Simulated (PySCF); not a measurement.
2 CF₂ → CF + CF₃

Level: B3LYP in the def2-TZVP basis family, all electrons, no relativity, computed in PySCF with density fitting; open shells unrestricted.

```tsv
species	state and structure	E (Eh)	ZPE (kJ/mol)	H(298 K) − H(0) (kJ/mol)	S° (J/(mol K))
CF₂	singlet, C2v, C–F 1.304 Å (×2); F–C–F 104.8°	-237.80684	18.0	10.3	240.9
CF	doublet, C∞v, C–F 1.275 Å	-137.84273	7.8	8.7	207.4
CF₃	doublet, C3v, C–F 1.321 Å (×3); F–C–F 111.4° (×3)	-337.71668	31.5	11.5	264.8
```

(1) What is the electronic reaction energy?

(2) Add zero-point, thermal and entropy terms for 298.15 K and 1 bar.

Answers

(1) At B3LYP/def2-TZVP, ΔE = 142.5 kJ/mol from the differences of the total energies times 2625.5, uphill. The bond broken in CF₂ is stronger than the one that a second molecule gains.

(2) ΔZPE = 3.3 and Δ[H(298) − H(0)] = -0.4 kJ/mol give ΔH° = 145.4 kJ/mol. ΔS° = -9.6 J/(mol K), so ΔG° = 145.4 − 298.15 × (-0.0096) = 148 kJ/mol and log₁₀K = -26.0.

The entropy of CF lacks the orbital degeneracy of a ²Π state, up to R ln 2. The structures come from searches over a few start shapes, so lower isomers are not excluded.
